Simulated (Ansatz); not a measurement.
A search over several starts for the lowest SCF solution of [B2H7]- (B₂H₇⁻) at the given spin, in a small basis.

```yaml
crystal:
  periodic: [false, false, false]
  atoms:
    - {symbol: B, position_ang: [0.868019, 0.359066, -0.649125]}
    - {symbol: H, position_ang: [-0.169782, 0.597123, 0.119058]}
    - {symbol: B, position_ang: [-0.859245, -0.389692, 0.642983]}
    - {symbol: H, position_ang: [0.772837, 1.422366, -1.249105]}
    - {symbol: H, position_ang: [1.832493, 0.320337, 0.089564]}
    - {symbol: H, position_ang: [0.755497, -0.597450, -1.380488]}
    - {symbol: H, position_ang: [-1.750012, -0.630493, -0.148432]}
    - {symbol: H, position_ang: [-1.241629, 0.271615, 1.600051]}
    - {symbol: H, position_ang: [-0.208167, -1.352872, 0.975504]}
basis:
  gaussian: {orbitals: def2-SVP, initial_orbitals: start.molden}
total_charge: -1
hamiltonian: {xc: pbe0, dispersion: d4}
output: {orbitals: {seedname: orbitals}}
```

The file start.molden holds the orbitals of an earlier run on this structure, at another level or in another basis.

```sh
$ ansatz run in.yaml --threads 4 --pin off --events-out ev --progress --plain --max-ram 3916MiB
```

Shortened log:

```
Functional definition: PBE0
714 factors; their error is unknown
mean field evaluation 1: about -1463.3616 eV, gradient 4.5e0 eV
mean field evaluation 2: about -1463.4364 eV, gradient 7.0e-2 eV
mean field evaluation 4: about -1463.4327 eV, gradient 5.0e-5 eV
mean field evaluation 8: about -1463.4329 eV, gradient 1.0e0 eV
mean field evaluation 16: about -1463.4327 eV, gradient 9.1e-5 eV
mean field -1463.43268678 eV, -53.7801592888 hartree, gradient 5.3e-5 eV, S^2 0.000000; 1 other end points of the search recorded, 0 dependent functions left out
reference -1463.43271503 eV, -53.7801603271 hartree; 9, 9 occupied and 54, 54 virtual orbitals, 714 factors
Total energy: -1463.53384640 eV, -53.7838768364 hartree
```

Run time 0.45 s (4 threads of Arm Neoverse V1 on a shared host).
